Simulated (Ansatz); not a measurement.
Reaction (SMILES): OO (H2O2) → 2 [OH] (OH)
B3LYP-D3(BJ)/def2-TZVP geometries, fixed; electronic energies without zero-point terms.
Largest species:
```xyz
4

O      0.0155     0.7238    -0.0702
O     -0.0112    -0.7261    -0.0419
H      0.8057     0.8967     0.4614
H     -0.8394    -0.8786     0.4355
```
Charge 0, spin multiplicity 1.

Effect of the final integration grid (spheres per factor e of radius in core and valence, angular degree) at PBE/cc-pVTZ with Ansatz (a quantum-chemistry and plane-wave program), against the last row, where the bond dissociation energy is 64.32 kcal/mol. Open shells are unrestricted. The default's grid is 13, 11, 36.

| setting | largest shift of a total energy (mEh) | shift of the bond dissociation energy (kcal/mol) |
|---|---|---|
| accuracy: medium (default) | 0.000 | 0.000 |
| final_grid: 4, 3, 11 | -0.250 | 0.259 |
| final_grid: 6, 5, 17 | 0.016 | 0.021 |
| final_grid: 8, 7, 23 | -0.002 | 0.003 |
| final_grid: 10, 9, 29 | 0.001 | 0.000 |
| final_grid: 18, 15, 47 | 0.000 | 0.000 |
| final_grid: 26, 22, 59 | 0.000 | 0.000 |

Within 0.05 kcal/mol in the bond dissociation energy: accuracy: medium (default); final_grid: 6, 5, 17; final_grid: 8, 7, 23; final_grid: 10, 9, 29; final_grid: 18, 15, 47. The largest shift is 0.250 mEh in a total energy and 0.259 kcal/mol in the difference.
